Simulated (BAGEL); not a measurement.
**doublet C3H2FN+ at 4 levels**

Aim: a comparison of 4 runs (UHF/3-21G, ROHF/6-31G*, UHF/6-31G*, ROHF/cc-pVDZ) of doublet C3H2FN+. 

The calculation is run with BAGEL 1.2.2.

## Step 1: Starting point

C3H2FN+: 7 atoms, total charge +1, spin state doublet. SMILES of the parent species: `N#C/C=C/F`. The coordinates come from a GFN2-xTB relaxation. That shape belongs to the parent species and isn't relaxed for this state.

Bond lengths: N1–C2 1.146 Å, C2–C3 1.407 Å, C3–C4 1.328 Å, C4–F5 1.331 Å, C3–H6 1.081 Å, C4–H7 1.081 Å. Angles: N1–C2–C3 178.7°, C2–C3–C4 121.8°, C3–C4–F5 121.5°, C2–C3–H6 116.8°, C4–C3–H6 121.5°, C3–C4–H7 125.8°, F5–C4–H7 112.7°.

## Step 2: A single-point energy at UHF/3-21G (density fitting with qzvpp-jkfit) (run 1)

input.json

```json
{ "bagel": [

{
  "title": "molecule",
  "basis": "3-21g",
  "df_basis": "qzvpp-jkfit",
  "angstrom": true,
  "geometry": [
    { "atom": "N", "xyz": [      -0.001030,      -2.490240,       0.494220 ] },
    { "atom": "C", "xyz": [      -0.078040,      -1.347710,       0.460500 ] },
    { "atom": "C", "xyz": [      -0.183210,       0.055420,       0.449500 ] },
    { "atom": "C", "xyz": [       0.180570,       0.775210,      -0.605510 ] },
    { "atom": "F", "xyz": [       0.078420,       2.101910,      -0.610250 ] },
    { "atom": "H", "xyz": [      -0.575720,       0.521470,       1.342840 ] },
    { "atom": "H", "xyz": [       0.579010,       0.383930,      -1.531300 ] }
  ]
},

{
  "title": "uhf",
  "charge": 1,
  "nopen": 1
},

{
  "title": "print",
  "file": "orbitals.molden",
  "orbitals": true
}

]}
```

On the command line:

```sh
$ BAGEL_NUM_THREADS=1 BAGEL input.json > input.out
```

The log of the run:

```text
* using 1 threads per process

  ===============================================================
  ===============================================================

  *** Geometry ***

  { "atom" : "N", "xyz" : [     -0.001946,     -4.705872,      0.933940 ] },
  { "atom" : "C", "xyz" : [     -0.147474,     -2.546803,      0.870219 ] },
  { "atom" : "C", "xyz" : [     -0.346217,      0.104729,      0.849432 ] },
  { "atom" : "C", "xyz" : [      0.341228,      1.464935,     -1.144248 ] },
  { "atom" : "F", "xyz" : [      0.148192,      3.972034,     -1.153205 ] },
  { "atom" : "H", "xyz" : [     -1.087953,      0.985435,      2.537600 ] },
  { "atom" : "H", "xyz" : [      1.094170,      0.725523,     -2.893738 ] },

  Number of auxiliary basis functions:      415

  Since a DF basis is specified, we compute 2- and 3-index integrals:
    o Being stored without compression. Storage requirement is 0.008 GB

  Number of basis functions:       49
  Number of electrons      :       36

    * METHOD: MOLECULE                             0.12

  *** Open-shell HF ***

  === Nuclear Repulsion ===
   137.2577043610

      * DIIS with orbital gradients will be used.

  === UHF iteration (3-21g) ===
      0       -266.52505299          0.06575184           0.04
      1       -266.61397371          0.05993579           0.04
      2       -266.63392011          0.05864071           0.04
      3       -266.77018304          0.00391223           0.04
      4       -266.77201496          0.00165302           0.04
      5       -266.77316766          0.00057324           0.04
      6       -266.77378411          0.00045079           0.05
      7       -266.77429337          0.00040858           0.05
      8       -266.77499825          0.00030772           0.04
      9       -266.77542001          0.00024727           0.05
[... 30 lines of this table left out ...]
     40       -266.77607832          0.00000003           0.04
     41       -266.77607832          0.00000002           0.04
     42       -266.77607832          0.00000001           0.04
     43       -266.77607832          0.00000001           0.04
    * SCF iteration converged.

    * S^2 (UHF) is 0.9143

    * Permanent dipole moment:
           (   -0.031549,    -0.567313,     0.192268) a.u.

    * METHOD: UHF                                  1.95

    * METHOD: PRINT                                0.01

  ===============================================================
```

Run time: 2.2 s. Hardware: 1 thread of Arm Neoverse V1, shared host.

## Step 3: A single-point energy at ROHF/6-31G(d) (density fitting with qzvpp-jkfit, spherical functions) (run 2)

job.json

```json
{ "bagel" : [

{
  "title" : "molecule",
  "basis" : "6-31gs.json",
  "df_basis" : "qzvpp-jkfit",
  "angstrom" : true,
  "geometry" : [
    { "atom" : "N", "xyz" : [      -0.001030,      -2.490240,       0.494220 ] },
    { "atom" : "C", "xyz" : [      -0.078040,      -1.347710,       0.460500 ] },
    { "atom" : "C", "xyz" : [      -0.183210,       0.055420,       0.449500 ] },
    { "atom" : "C", "xyz" : [       0.180570,       0.775210,      -0.605510 ] },
    { "atom" : "F", "xyz" : [       0.078420,       2.101910,      -0.610250 ] },
    { "atom" : "H", "xyz" : [      -0.575720,       0.521470,       1.342840 ] },
    { "atom" : "H", "xyz" : [       0.579010,       0.383930,      -1.531300 ] }
  ]
},

{ "title" : "rohf", "charge" : 1, "nopen" : 1 },

{ "title" : "print", "file" : "orbitals.molden", "orbitals" : true }

]}
```

The basis set 6-31G* is read from a file made from the Basis Set Exchange's data (not shown).

On the command line:

```sh
$ BAGEL_NUM_THREADS=1 BAGEL job.json > job.out
```

The log of the run:

```text
* using 1 threads per process

  ===============================================================
  ===============================================================

  *** Geometry ***

  { "atom" : "N", "xyz" : [     -0.001946,     -4.705872,      0.933940 ] },
  { "atom" : "C", "xyz" : [     -0.147474,     -2.546803,      0.870219 ] },
  { "atom" : "C", "xyz" : [     -0.346217,      0.104729,      0.849432 ] },
  { "atom" : "C", "xyz" : [      0.341228,      1.464935,     -1.144248 ] },
  { "atom" : "F", "xyz" : [      0.148192,      3.972034,     -1.153205 ] },
  { "atom" : "H", "xyz" : [     -1.087953,      0.985435,      2.537600 ] },
  { "atom" : "H", "xyz" : [      1.094170,      0.725523,     -2.893738 ] },

  Number of auxiliary basis functions:      415

  Since a DF basis is specified, we compute 2- and 3-index integrals:
    o Being stored without compression. Storage requirement is 0.018 GB

  Number of basis functions:       74
  Number of electrons      :       36

    * METHOD: MOLECULE                             0.16

  *** Open-shell HF ***

  === Nuclear Repulsion ===
   137.2577043610

      * DIIS with orbital gradients will be used.

  === ROHF iteration (6-31gs.json) ===
      0       -267.93671554          0.05597940           0.08
      1       -268.01117590          0.05378957           0.08
      2       -268.02793490          0.05082049           0.08
      3       -268.24642300          0.00396498           0.08
      4       -268.24711914          0.00177669           0.08
      5       -268.24763794          0.00055125           0.08
      6       -268.24776758          0.00032170           0.08
      7       -268.24783832          0.00020283           0.08
      8       -268.24787158          0.00010947           0.08
      9       -268.24791028          0.00006720           0.08
     10       -268.24792287          0.00004697           0.08
     11       -268.24792413          0.00002037           0.08
     12       -268.24792854          0.00000969           0.08
     13       -268.24793096          0.00000500           0.08
     14       -268.24793186          0.00000212           0.08
     15       -268.24793203          0.00000126           0.08
     16       -268.24793225          0.00000060           0.08
     17       -268.24793228          0.00000028           0.08
     18       -268.24793234          0.00000013           0.08
     19       -268.24793236          0.00000007           0.07
     20       -268.24793235          0.00000003           0.08
     21       -268.24793236          0.00000001           0.08
     22       -268.24793237          0.00000001           0.08
    * SCF iteration converged.

    * S^2 (ROHF) is 0.7500

    * Permanent dipole moment:
           (   -0.006020,    -0.771663,     0.168240) a.u.

    * METHOD: ROHF                                 1.95

    * METHOD: PRINT                                0.01

  ===============================================================
```

Run time: 2.2 s. Hardware: 1 thread of Arm Neoverse V1, shared host.

Run 3 isn't shown in full; the table further down has it.

## Step 4: A single-point energy at ROHF/cc-pVDZ (density fitting with qzvpp-jkfit) (run 4)

job.json

```json
{ "bagel": [

{
  "title": "molecule",
  "basis": "cc-pvdz.json",
  "df_basis": "qzvpp-jkfit",
  "angstrom": true,
  "geometry": [
    { "atom": "N", "xyz": [   -0.001030,   -2.490240,    0.494220 ] },
    { "atom": "C", "xyz": [   -0.078040,   -1.347710,    0.460500 ] },
    { "atom": "C", "xyz": [   -0.183210,    0.055420,    0.449500 ] },
    { "atom": "C", "xyz": [    0.180570,    0.775210,   -0.605510 ] },
    { "atom": "F", "xyz": [    0.078420,    2.101910,   -0.610250 ] },
    { "atom": "H", "xyz": [   -0.575720,    0.521470,    1.342840 ] },
    { "atom": "H", "xyz": [    0.579010,    0.383930,   -1.531300 ] }
  ]
},
{ "title": "rohf", "charge": 1, "nopen": 1 },
{ "title": "print", "file": "orbitals.molden", "orbitals": true }

]}
```

The basis set cc-pVDZ is read from a file made from the Basis Set Exchange's data (not shown).

On the command line:

```sh
$ BAGEL_NUM_THREADS=1 BAGEL job.json > job.out
```

The log of the run:

```text
* using 1 threads per process

  ===============================================================
  ===============================================================

  *** Geometry ***

  { "atom" : "N", "xyz" : [     -0.001946,     -4.705872,      0.933940 ] },
  { "atom" : "C", "xyz" : [     -0.147474,     -2.546803,      0.870219 ] },
  { "atom" : "C", "xyz" : [     -0.346217,      0.104729,      0.849432 ] },
  { "atom" : "C", "xyz" : [      0.341228,      1.464935,     -1.144248 ] },
  { "atom" : "F", "xyz" : [      0.148192,      3.972034,     -1.153205 ] },
  { "atom" : "H", "xyz" : [     -1.087953,      0.985435,      2.537600 ] },
  { "atom" : "H", "xyz" : [      1.094170,      0.725523,     -2.893738 ] },

  Number of auxiliary basis functions:      415

  Since a DF basis is specified, we compute 2- and 3-index integrals:
    o Being stored without compression. Storage requirement is 0.021 GB

  Number of basis functions:       80
  Number of electrons      :       36

    * METHOD: MOLECULE                             0.17

  *** Open-shell HF ***

  === Nuclear Repulsion ===
   137.2577043610

      * DIIS with orbital gradients will be used.

  === ROHF iteration (cc-pvdz.json) ===
      0       -268.00405910          0.04182103           0.08
      1       -268.08303227          0.04055289           0.08
      2       -268.09908378          0.03684188           0.08
      3       -268.26561428          0.00329767           0.08
      4       -268.26641015          0.00144225           0.09
      5       -268.26693879          0.00050804           0.09
      6       -268.26709930          0.00034703           0.08
      7       -268.26719848          0.00023560           0.09
      8       -268.26725175          0.00013587           0.09
      9       -268.26730509          0.00009691           0.08
     10       -268.26732385          0.00004693           0.08
     11       -268.26733209          0.00002683           0.08
     12       -268.26733505          0.00001413           0.08
     13       -268.26733738          0.00000587           0.08
     14       -268.26733867          0.00000288           0.08
     15       -268.26733875          0.00000143           0.09
     16       -268.26733885          0.00000099           0.09
     17       -268.26733892          0.00000051           0.08
     18       -268.26733889          0.00000026           0.08
     19       -268.26733894          0.00000019           0.09
     20       -268.26733893          0.00000010           0.08
     21       -268.26733894          0.00000005           0.08
     22       -268.26733895          0.00000003           0.08
     23       -268.26733896          0.00000002           0.09
     24       -268.26733896          0.00000001           0.08
    * SCF iteration converged.

    * S^2 (ROHF) is 0.7500

    * Permanent dipole moment:
           (   -0.004470,    -0.724564,     0.155027) a.u.

    * METHOD: ROHF                                 2.21

    * METHOD: PRINT                                0.02

  ===============================================================
```

Run time: 2.5 s. Hardware: 1 thread of Arm Neoverse V1, shared host; peak memory 0.096 GiB.

## Step 5: Overview of the runs

| run | level | energy (Eh) | ⟨S²⟩ | wall time |
| --- | --- | --- | --- | --- |
| 1 | UHF/3-21G (density fitting with qzvpp-jkfit) | -266.776078 | 0.914 | 2.2 s |
| 2 | ROHF/6-31G* (density fitting with qzvpp-jkfit, spherical functions) | -268.247932 | 0.750 | 2.2 s |
| 3 | UHF/6-31G* (density fitting with qzvpp-jkfit, spherical functions) | -268.260660 | 0.921 | 3.3 s |
| 4 | ROHF/cc-pVDZ (density fitting with qzvpp-jkfit) | -268.267339 | 0.750 | 2.5 s |

## Step 6: Results

| quantity | value |
| --- | --- |
| run 4: total energy | -268.26734 Eh |
| run 4: ⟨S²⟩ | 0.750 |

Spin contamination of the reference: run 3 ⟨S²⟩ = 0.92, run 1 ⟨S²⟩ = 0.91. All runs together took 10 s, the longest 3.3 s.
